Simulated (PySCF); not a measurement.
SiH₂, SMILES [SiH2] (connectivity only; charge and spin as stated), neutral, multiplicity 1.

Geometry: PBE-D3(BJ)/def2-TZVPD. The isomer is the one that the SMILES or the coordinates give; other isomers of the formula were not compared.

Two levels are set side by side: PBE/def2-TZVPD (PySCF) and B3LYP/def2-TZVPD (PySCF). Same geometry, gas phase. Differences are taken from unrounded values.

| quantity | PBE |
|---|---|
| orbital gap (eV) | 1.84 |
| highest occupied level (eV) | -5.88 |
| lowest empty level (eV) | -4.04 |
| mean polarisability (bohr³) | 37.2 |

Task: These are the PBE values. What does B3LYP give? (The exact figures need the calculation; the answer reports its results.)

Result: 
```tsv
quantity	B3LYP	PBE minus B3LYP
orbital gap (eV)	3.43	-1.59
highest occupied level (eV)	-6.75	0.87
lowest empty level (eV)	-3.32	-0.72
mean polarisability (bohr³)	36.5	0.7
```

PBE's occupied levels lie high since its potential decays too fast outside the molecule; exact exchange lowers them and widens the gap. Differences between two approximate levels are no errors against the true value.

Rough cost on one machine, each run with all the roots and properties that it gave: B3LYP against PBE within a factor of 2.
